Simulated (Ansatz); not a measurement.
Relaxation of CH₅NO₂S (10 atoms, charge 0, multiplicity 1), to a largest force component of 0.02 eV/Å in at most 40 steps.

The calculation used RKS B3LYP/6-31G in Ansatz.

```xyz
10
Properties=species:S:1:pos:R:3
C 0.718 -0.285 -1.024
N -0.541 -0.096 -0.321
H 0.628 -0.154 -2.107
H 1.090 -1.289 -0.821
H 1.433 0.440 -0.635
H -1.240 -0.791 -0.564
H -0.919 0.832 -0.474
O 0.576 1.223 1.817
S -0.180 -0.009 1.873
O -1.565 0.129 2.255
```

Where does it end, and by what steps?

The forces met the threshold. Limits of this set-up: no polarisation functions. After 16 steps the energy has fallen by 1.746 eV; O10 moved furthest, 1.04 Å. The start is strongly strained (largest force component 10 eV/Å).

| step | energy less start (eV) | largest force component (eV/Å) | accepted |
| --- | --- | --- | --- |
| 0 | 0.0000 | 9.858 | yes |
| 1 | -1.2144 | 4.514 | yes |
| 2 | -1.6672 | 0.454 | yes |
| 3 | -1.6767 | 0.424 | yes |
| 4 | -1.6891 | 0.605 | yes |
| 5 | -1.7024 | 0.303 | yes |
| 6 | -1.7194 | 0.151 | yes |
| 7 | -1.7316 | 0.338 | yes |
| 8 | -1.7353 | 0.460 | yes |
| 9 | -1.7408 | 0.247 | yes |
| 10 | -1.7431 | 0.068 | yes |
| 11 | -1.7446 | 0.057 | yes |
| 12 | -1.7453 | 0.042 | yes |
| 13 | -1.7459 | 0.043 | yes |
| 14 | -1.7462 | 0.041 | yes |
| 15 | -1.7463 | 0.022 | yes |
| 16 | -1.7463 | 0.006 | yes |

```xyz
10
Properties=species:S:1:pos:R:3
C 0.689 -0.139 -0.994
N -0.622 -0.422 -0.397
H 0.609 0.393 -1.948
H 1.225 -1.077 -1.154
H 1.269 0.473 -0.286
H -1.014 -1.340 -0.576
H -1.316 0.318 -0.477
O 1.110 0.643 1.839
S -0.383 0.019 2.008
O -1.567 1.132 1.985
```

Whether the end is a true minimum wasn't checked by a vibrational analysis.

Time of the run: 60 s on 1 thread of Arm Neoverse V2, on a shared host, peak memory 0.15 GiB.
